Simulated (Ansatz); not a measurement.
Reaction (formal hydrolysis of a C–C bond): `CCC(C)CC` + H₂O → `CCC(C)CO` + CH₄

Gas-phase electronic energies from Ansatz, PBE0-D4/def2-TZVP geometries. CCSD(T)/CBS is the MP2 limit (def2-TZVPP, def2-QZVPP) plus CCSD(T) − MP2 in def2-TZVPP, frozen cores. This one scheme is used for every species. DFT in def2-TZVPP. One conformer a species, not always the lowest.

| level | ΔE (eV) |
| --- | --- |
| r2SCAN-D4 | 0.25 |
| PBE0-D4 | 0.30 |
| ωB97X-V | 0.26 |
| PBE | 0.22 |
| PBE0 | 0.26 |
| SCS-MP2/def2-TZVPP | 0.33 |
| CCSD(T)/def2-TZVPP | 0.32 |
| MP2/CBS(def2) | 0.43 |

Question: What does CCSD(T)/CBS give? (Estimate.)

Answer: Ansatz gave: +0.37 eV. The listed levels differ from it by -0.12, -0.07, -0.11, -0.15, -0.11, -0.04, -0.05, 0.06 eV.

Largest T1 diagnostic among the species: 0.009.

From PBE to PBE0 (25 % exact exchange), in def2-TZVPP and without D4, ΔE moves by +0.04 eV. The D4 term adds +0.07 eV with B3LYP and +0.04 eV with PBE0; it sums over pairs of atoms, weighted by their polarisabilities, and B3LYP, whose exchange is more repulsive, gets the larger term. In def2-TZVPP, CCSD(T) changes the Hartree–Fock value by +0.15 eV (the triples alone add +0.01 eV) and MP2 by +0.21 eV.

B3LYP here is the variant with VWN-RPA as its local correlation; programs differ in this.
